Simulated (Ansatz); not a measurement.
H₂Ge–GeH₂⁺, doublet in cc-pVDZ: errors against UCCSDT(Q)

Geometry: that of the H2Ge–GeH2, triplet, kept fixed.

```yaml
atoms:
  - { symbol: Ge, position_ang: [0.0192, 0.0000, 1.2276] }
  - { symbol: Ge, position_ang: [0.0192, 0.0000, -1.2276] }
  - { symbol: H, position_ang: [-0.6906, 1.2523, 1.8004] }
  - { symbol: H, position_ang: [-0.6906, -1.2523, 1.8004] }
  - { symbol: H, position_ang: [-0.6906, 1.2523, -1.8004] }
  - { symbol: H, position_ang: [-0.6906, -1.2523, -1.8004] }
```

Basis cc-pVDZ; Ansatz 0.2.0. Only valence electrons are correlated (noble-gas cores and the filled d shells of p-block atoms frozen), which leaves 11 electrons in 46 orbitals. R marks a restricted (for open shells ROHF) determinant, U an unrestricted one. Active spaces: frontier = (9e, 9o) about the gap. No spin–orbit coupling is included, and no scalar relativity.

Full CI isn't at hand for all of this; UCCSDT(Q) serves as the reference, and is uncertain by about the last step of the cluster series. The frozen core follows each run's orbitals, which can shift R against U totals by a few meV for light atoms and by up to 0.1 eV past Ca.

Coupled cluster chose its determinant by trial CCSD, here up to 0.10 eV above the lowest Hartree–Fock solution of its kind, and MP2 stands on that determinant too.

```
UHF ⟨S²⟩                            : 0.825
⟨S²⟩ of the determinant under UCCSD : 0.768
T1 diagnostic (RCCSD)               : 0.0202
largest doubles amplitude (RCCSD)   : 0.096
T1 diagnostic (UCCSD)               : 0.0160
```

| level | E − E(UCCSDT(Q)) (kJ/mol) | share of correlation (%) | wall time |
| --- | --- | --- | --- |
| UMP2 | 133.3 | 76.57 | – |
| UCCSD | 23.4 | 95.89 | – |
| UCCSD(T) | 5.4 | 99.05 | 25 s |
| UCCSDT | 1.0 | 99.82 | – |

The correlation energy at UCCSDT(Q), counted from RHF, is -5.898 eV. That run took 70 s on 1 thread of Arm Neoverse V2, shared host.

Run but not shown, since their state or frozen core can't be matched to the reference's or they repeat it: RHF, UHF, RMP2, CISD, RCCSD, RCCSD(T), BCCD(T), RCCSDT, RCCSDT(Q), CASSCF (frontier space), NEVPT2 (frontier space), MRCISD (frontier space), MRCISD+Q (frontier space).

Times hold each run's SCF and search for its determinant on a shared host, so for small cases they say little of a method's own cost; they ran on 1 thread of Arm Neoverse V2.
